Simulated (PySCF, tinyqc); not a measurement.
Worked calculation: CID on RHF in the sto-6g basis, frozen core, for LiH, spin multiplicity 1. The lowest restricted solution is unstable here: a spin-polarised one lies 0.0844 hartree lower (PySCF). One step of it, computed by the program tinyqc.

Problem. CID: determinants and Hamiltonian. Slater-Condon rules over spin orbitals, with the nuclear repulsion and the energy of the frozen orbital added and E(HF) subtracted on the diagonal. Only determinants linked to the reference directly or through others are kept (one block of an abelian symmetry group), so some states are absent.

one-electron integrals dressed by the frozen orbital, h + 2 (pq|11) - (p1|1q) (hartree):
```
           2          3          4          5          6
2  -0.571600   0.092056   0.000000   0.000000   0.092083
3   0.092056  -0.336309   0.000000   0.000000  -0.090131
4   0.000000   0.000000  -0.256174   0.000000   0.000000
5   0.000000   0.000000   0.000000  -0.256174   0.000000
6   0.092083  -0.090131   0.000000   0.000000  -0.340721
```

energy of the frozen orbital, 2 h_11 + (11|11) = -7.56511327 hartree

Two-electron integrals over orbitals (pq|rs), unique and non-zero (hartree); the lowest 1 orbital is frozen and left out:
```
(22|22) 0.401036    (32|22) -0.092056   (32|32) 0.064191    (33|22) 0.228216
(33|32) 0.014162    (33|33) 0.294615    (42|42) 0.021644    (43|42) 0.024399
(43|43) 0.040653    (44|22) 0.213012    (44|32) 0.038156    (44|33) 0.265747
(44|44) 0.313125    (52|52) 0.021644    (53|52) 0.024399    (53|53) 0.040653
(54|54) 0.016875    (55|22) 0.213012    (55|32) 0.038156    (55|33) 0.265747
(55|44) 0.279374    (55|55) 0.313125    (62|22) -0.092083   (62|32) 0.075379
(62|33) -0.004426   (62|44) 0.050043    (62|55) 0.050043    (62|62) 0.120618
(63|22) 0.082755    (63|32) -0.051507   (63|33) -0.030641   (63|44) -0.022453
(63|55) -0.022453   (63|62) -0.051136   (63|63) 0.059168    (64|42) 0.014210
(64|43) 0.006605    (64|64) 0.016502    (65|52) 0.014210    (65|53) 0.006605
(65|65) 0.016502    (66|22) 0.342362    (66|32) -0.044162   (66|33) 0.252558
(66|44) 0.249899    (66|55) 0.249899    (66|62) -0.030335   (66|63) 0.039285
(66|66) 0.332501
```

nuclear repulsion = 0.51593488 hartree

Hartree-Fock energy = -7.79134234 hartree

Give: determinants; H - E(HF) between determinants.

Solution.

Occupation strings over the orbitals (2 doubly, a alpha, b beta, 0 empty; spin orbitals ordered 1a 1b 2a 2b ...): 220000 202000 20a00b 200200 200020 20b00a 200002

H - E(HF) between determinants (hartree):
```
        220000  202000  20a00b  200200  200020  20b00a  200002
220000   0.000   0.064   0.075   0.022   0.022  -0.075   0.121
202000   0.064   0.364  -0.121   0.041   0.041   0.121   0.059
20a00b   0.075  -0.121   0.318   0.007   0.007  -0.059  -0.051
200200   0.022   0.041   0.007   0.543   0.017  -0.007   0.017
200020   0.022   0.041   0.007   0.017   0.543  -0.007   0.017
20b00a  -0.075   0.121  -0.059  -0.007  -0.007   0.318   0.051
200002   0.121   0.059  -0.051   0.017   0.017   0.051   0.393
```
